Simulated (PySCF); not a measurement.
# CCSD(T)/STO-6G run of NOF (nitrosyl fluoride)

Aim: the vertical ionisation energy of NOF (nitrosyl fluoride) at CCSD(T)/STO-6G, from 2 runs. Input form: a Python script.

Program for the calculation: PySCF 2.14.0.

13 further runs of the same task are left out: 4 that didn't finish, 9 set aside as unsound or not needed.

### Step 1. Starting point

NOF has 3 atoms, charge 0, and is taken as a singlet. As SMILES, `O=NF`. Geometry: relaxed at PBE0-D4/def2-TZVP.

Bond lengths: O1–N2 1.127 Å, N2–F3 1.483 Å. Angles: O1–N2–F3 110.4°.

### Step 2. The energy at CCSD(T)/STO-6G

Input file job.py:

```python
# nitrosyl fluoride
from pyscf import gto, cc

mol = gto.M(
    atom=[
    ('O', (0.868350, 0.242970, 0.504740)),
    ('N', (0.148930, -0.482540, 0.029910)),
    ('F', (-1.017290, 0.239580, -0.534650)),
],
    verbose=3,
    max_memory=1860,
    charge=0,
    spin=0,
    basis='sto-6g',
)

myscf = mol.RHF()
myscf.conv_tol = 1e-10
myscf.kernel()
if not myscf.converged:
    myscf = myscf.newton().run(myscf.mo_coeff, myscf.mo_occ)

mycc = cc.CCSD(myscf, frozen=3)
mycc.kernel()
e_t = mycc.ccsd_t()
energy = mycc.e_tot + e_t
print('E(%s) = %.9f' % ('CCSD(T)', energy))
```

Launch:

```sh
$ OMP_NUM_THREADS=1 python job.py
```

The program printed:

```text
converged SCF energy = -227.655188820313
E(CCSD) = -227.8295903959939  E_corr = -0.1744015756810494
CCSD(T) correction = -0.00762423695126137
E(CCSD(T)) = -227.837214633
```

It took 0.91 s on 1 thread of Arm Neoverse V1, shared host; peak memory 0.12 GiB.

### Step 3. The doublet cation

Input file run.py:

```python
from pyscf import gto, cc

system = gto.M(
    atom='''
O    0.868350   0.242970   0.504740
N    0.148930  -0.482540   0.029910
F   -1.017290   0.239580  -0.534650
''',
    spin=1,
    max_memory=1860,
    verbose=3,
    basis='sto-6g',
    charge=1,
)

myscf = system.UHF()
myscf.conv_tol = 1e-10
myscf.kernel()
if not myscf.converged:
    myscf = myscf.newton().run(myscf.mo_coeff, myscf.mo_occ)

mycc = cc.CCSD(myscf, frozen=3)
mycc.kernel()
e_t = mycc.ccsd_t()
etot = mycc.e_tot + e_t
print('E = %.10f Eh' % etot)
```

Launch:

```sh
$ OMP_NUM_THREADS=1 python run.py
```

The program printed:

```text
converged SCF energy = -227.324793099032  <S^2> = 1.0544434  2S+1 = 2.2842446
E(UCCSD) = -227.5062266218415  E_corr = -0.1814335228100225
UCCSD(T) correction = -0.00584731784276038
E = -227.5120739397 Eh
```

Wall time 1.1 s (1 thread of Arm Neoverse V1, shared host); peak memory 0.12 GiB.

### Step 4. What came out

At CCSD(T)/STO-6G, 3 core orbitals frozen:

| quantity | value |
| --- | --- |
| singlet NOF: total energy | -227.83721 Eh |
| singlet NOF: dipole moment (Hartree–Fock density) | 0.38 D |
| singlet NOF: HOMO energy (Hartree–Fock orbitals) | -10.00 eV |
| singlet NOF: LUMO energy (Hartree–Fock orbitals) | 5.40 eV |
| singlet NOF: HOMO–LUMO gap (Hartree–Fock orbitals) | 15.40 eV |
| singlet NOF: correlation energy (3 core orbitals frozen) | -182.0 mEh |
| singlet NOF: (T) correction | -7.62 mEh |
| singlet NOF: T1 diagnostic | 0.021 |
| doublet cation: total energy | -227.51207 Eh |
| doublet cation: HOMO energy (Hartree–Fock orbitals) (highest over α and β) | -24.65 eV |
| doublet cation: LUMO energy (Hartree–Fock orbitals) (lowest over α and β) | -8.16 eV |
| doublet cation: correlation energy (3 core orbitals frozen) | -187.3 mEh |
| doublet cation: (T) correction | -5.85 mEh |
| doublet cation: ⟨S²⟩ of the reference determinant | 1.054 |
| doublet cation: T1 diagnostic | 0.058 |
| vertical ionisation energy (to the doublet cation) | 8.848 eV |

**Reading.** The vertical ionisation energy comes to 8.85 eV (854 kJ/mol). In a minimal basis such a difference can be off by several eV, whatever the method. The T1 diagnostic (singlet NOF) of 0.021 is above the customary mark for such species, so a single reference may not serve. Mulliken charges (singlet NOF) of the mean-field density run from -0.11 on F3 to +0.18 on N2. The triples (singlet NOF) make up 4.2 % of the correlation energy. ⟨S²⟩ (doublet cation) is 1.05 where a pure doublet has 0.75: the reference is spin-contaminated.
